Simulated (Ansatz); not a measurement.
Rock-salt ZrC, relaxed in Ansatz (plane waves) with several semilocal functionals. Each gives its own volume and its own elastic constant C11:

```
level         V0 (Å³/atom)  elastic constant C11 (GPa)   ln V0  ln C11
------------  ------------  --------------------------  ------  ------
LDA                 12.501                       520.8  2.5258  6.2554
PBEsol              12.723                       496.0  2.5434  6.2066
r²SCAN+rVV10        13.004                       482.6  2.5653  6.1792
r²SCAN              13.073                       471.2  2.5705  6.1553
RPBE                13.249                       435.4  2.5839  6.0763
BLYP                13.489                       411.0  2.6019  6.0186
```

Question: Fit a straight line to ln C11 against ln V0. What does it predict for revPBE, whose volume is 13.195 Å³/atom?

Answer: With x = ln V0 and y = ln C11: means 2.56513 and 6.14857; Σ(Δx Δy) = -0.01156, Σ(Δx²) = 0.003752, so the slope is -3.08. At x = 2.5798 the line gives y = 6.14857 + (-3.08) × (2.5798 − 2.56513) = 6.1034, or 447.4 GPa. The run with revPBE gives 441.6 GPa, -1.3 % from the line. The rows used scatter about it by up to 3.2 %, while the largest value lies 27 % above the smallest.

Measured: 470 GPa (measured, temperature not stated, no zero-point or thermal correction; as tabulated in Wu et al. (2005), arXiv:cond-mat/0412374).

Ansatz's density-functional and Hartree–Fock values are scalar-relativistic unless marked +SOC, with PAW data made under PBE.

Ansatz is an electronic-structure program.
